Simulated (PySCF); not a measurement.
Ne: ionisation energy

Ne [Ne] (1S) → Ne⁺ [He] 2s2 2p5 (2P), as a difference of total energies. Computed with PySCF 2.14 in aug-cc-pwCVQZ (9s8p6d4f2g, 109 functions), with the non-relativistic Hamiltonian (point nucleus). Correlated levels: valence: 1s2 frozen; valence and next inner shell: nothing frozen. The calculations carry no spin-orbit coupling.

Question: Order these methods by the ionisation energy they give, lowest first.
A. PBE
B. LDA
C. CAM-B3LYP
D. PBE0

Answer: D (21.452 eV), A (21.662 eV), C (21.735 eV), B (22.191 eV).

A first-order spin-orbit estimate (lowest level to lowest level, LS coupling) adds -0.033 eV.

Errors of the correlated levels include the incompleteness of this basis and the frozen core.

For comparison: 21.565 eV (measured; NIST Atomic Spectra Database, ionization energies).
